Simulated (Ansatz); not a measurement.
in.yaml

```yaml
crystal:
  periodic: [false, false, false]
  atoms:
    - {symbol: B, position_ang: [0.000000, 0.149754, 1.390083]}
    - {symbol: C, position_ang: [0.000000, -0.214584, -1.036073]}
    - {symbol: H, position_ang: [0.000000, 0.950767, -2.563872]}
basis:
  gaussian: {orbitals: 6-31G}
correlation: {method: fci, electrons: outside_noble_gas}
```

```sh
$ ansatz run in.yaml --threads 1 --pin off --events-out ev --progress --plain --max-ram 2393MiB
```

Question: Roughly how long does this take on 1 thread of INTEL XEON PLATINUM 8581C, shared host, and how much host memory?

Answer: 66 s wall and 0.6 GiB.

```
452 factors; integrals over basis functions are off by at most 1.1e-7 eV
mean field evaluation 1: about -1703.4171 eV, gradient 9.8e0 eV
mean field evaluation 2: about -1703.4174 eV, gradient 9.8e0 eV
mean field evaluation 4: about -1704.2259 eV, gradient 1.7e0 eV
mean field evaluation 8: about -1704.2490 eV, gradient 4.5e-3 eV
mean field evaluation 16: about -1703.0751 eV, gradient 8.0e-2 eV
mean field evaluation 32: about -1678.6330 eV, gradient 3.9e1 eV
mean field evaluation 64: about -1704.2454 eV, gradient 7.3e-1 eV
mean field evaluation 96: about -1704.1519 eV, gradient 3.9e0 eV
mean field -1704.24901022 eV, -62.6299959441 hartree, gradient 5.9e-6 eV, S^2 0.000000; 7 other end points of the search recorded, 0 dependent functions left out; unrestricted orbitals would lower it
determinant -1704.24901022 eV, -62.6299959441 hartree, with singles and doubles -1709.57897655 eV, -62.8258685940 hartree
determinant -1703.07519251 eV, -62.5868589388 hartree, with singles and doubles -1708.81773211 eV, -62.7978933769 hartree
unrestricted determinant -1706.38815326 eV, -62.7086080008 hartree, S^2 1.7474
2 core orbitals not correlated: weight in the atoms' cores, before any rotation towards them, 1.000 or more for the frozen orbitals, at most 0.000 for the correlated occupied ones
reference -1704.24901022 eV, -62.6299959441 hartree; 4, 4 occupied and 14, 14 virtual orbitals, 452 factors
state -1709.90515421 eV, -62.8378554017 hartree
Total energy: -1709.90515421 eV, -62.8378554017 hartree
```

Natural occupations: 1.9433 1.8814 1.7758 1.6753 0.2499 0.1816 0.1291 0.0654 0.0650 0.0102 0.0065 0.0061 0.0040 0.0025 0.0019 0.0010 0.0006 0.0005.
